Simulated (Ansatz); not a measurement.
Species: methyl ethyl ether, C3H8O (charge 0, singlet). SMILES: CCOC
Structure (B3LYP-D3(BJ)/def2-TZVP (Ansatz, a program for electronic structure) minimum search):
```
C
H 1 1.0999
H 1 1.0999 2 107.18
O 1 1.4156 2 109.77 3 119.17
C 4 1.4088 1 112.87 2 -58.78
H 5 1.0890 4 107.48 1 180.00
H 5 1.0982 6 109.00 4 120.97
H 5 1.0982 6 109.00 7 118.06
C 1 1.5130 2 110.66 3 -120.74
H 9 1.0908 1 110.53 2 179.36
H 9 1.0908 10 108.33 1 -121.24
H 9 1.0915 10 108.52 11 -117.64
```
Charge 0, spin multiplicity 1.

Quantity: enthalpy of formation at 298 K, in kcal/mol. Terms: LANL2DZ all-electron up to Ne; non-relativistic; UHF or UKS for open shells; spin-orbit terms left out; 6-311+G** with 5d; six Cartesian d functions in 6-31G* and its kin unless marked 5d; frozen cores in correlated levels. CBS marks a two-point X^-3 extrapolation of the correlation energy; Hartree-Fock from the larger set. [CCSD(T)-MP2]/basis is that difference in the basis named. First-principles rows: single points at B3LYP-D3(BJ) geometries (Ansatz), with unscaled harmonic terms from B3LYP/6-31G* at its own minima, enthalpies of formation by atomisation with measured atoms.

Measured values: G2/97 table in ASE (Curtiss et al.); they hold spin-orbit and core effects, anharmonicity and other conformers. 

Value to compare with, the measured value: -51.7 kcal/mol.

```json
[
 {"level": "MP2/STO-3G", "program": "Ansatz", "enthalpy of formation at 298 K (kcal/mol)": "-49.6", "error": "2.1"},
 {"level": "MP2/3-21G", "program": "Ansatz", "enthalpy of formation at 298 K (kcal/mol)": "103.2", "error": "154.9"},
 {"level": "MP2/LANL2DZ", "program": "Ansatz", "enthalpy of formation at 298 K (kcal/mol)": "121.3", "error": "173.0"},
 {"level": "MP2/6-31G*", "program": "Ansatz", "enthalpy of formation at 298 K (kcal/mol)": "34.5", "error": "86.2"},
 {"level": "MP2/6-311+G**", "program": "Ansatz", "enthalpy of formation at 298 K (kcal/mol)": "-0.9", "error": "50.8"},
 {"level": "RI-MP2/CBS(cc-pVTZ,cc-pVQZ)+[CCSD(T)-MP2]/cc-pVTZ", "program": "Ansatz", "enthalpy of formation at 298 K (kcal/mol)": "-51.6", "error": "0.1"}
]
```

Among the 5 habitual levels, MP2/LANL2DZ lies farthest from the measured value (173.0 kcal/mol) and MP2/STO-3G nearest (2.1); 5 of 5 lie above it, and their mean absolute error is 93.4 kcal/mol, the median 86.2. One case shows no general order.

The sets are all those run for this method; runs whose electronic state is in doubt are left out.
